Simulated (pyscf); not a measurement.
## Routes from silylene (SiH₂) [singlet] + ammonia (NH₃)

Candidate steps break at most two bonds and form at most two. Each was searched with GFN2-xTB (tblite) first. PySCF, gas phase, ωB97X-D3(BJ)/def2-SVP geometries. Energies: ωB97M-D3(BJ)/def2-TZVP, kcal/mol, from the separated reactants, singlet surface; ΔG‡ with ideal gas, 1 atm, RRHO with modes under 100 cm⁻¹ raised to 100, one conformer, R ln 2 for chiral ones without a mode under 150 cm⁻¹.

```json
[
 {"products": "H₂N–SiH: [singlet] + H₂", "type": "four-centre exchange", "ΔE‡": "3.6", "ΔE": "-25.7", "ΔG‡ 298 K": "12.9", "ΔG‡ 900 K": "33.0", "ν‡ (cm⁻¹)": "1404i"},
 {"products": "H₂N–SiH₃", "type": "insertion", "ΔE‡": "9.0", "ΔE": "-65.3", "ΔG‡ 298 K": "17.8", "ΔG‡ 900 K": "37.2", "ν‡ (cm⁻¹)": "1650i"},
 {"products": "HN=SiH₂ + H₂", "type": "concerted two-bond exchange", "ΔE‡": "50.6", "ΔE": "-7.5", "ΔG‡ 298 K": "56.6", "ΔG‡ 900 K": "75.4", "ν‡ (cm⁻¹)": "1369i"}
]
```

Row 1: On the reactant side the descent ends in an adduct with a N–Si contact, 32.6 kcal/mol under the separated species and 35.2 kcal/mol under the saddle at ωB97X-D3(BJ)/def2-TZVP. Row 2: On the reactant side the descent ends in an adduct with a N–Si contact, 32.6 kcal/mol under the separated species and 39.1 kcal/mol under the saddle at ωB97X-D3(BJ)/def2-TZVP. Row 3: On the reactant side the descent ends in an adduct with a N–Si contact, 32.6 kcal/mol under the separated species and 83.7 kcal/mol under the saddle at ωB97X-D3(BJ)/def2-TZVP. 

Plain bond fissions and candidates not yet searched are not listed, and one of them may be faster. Each barrier is that of the saddle found; lower ones may exist. One closed-shell reference is unstable to symmetry breaking; treat the single-reference values with care.
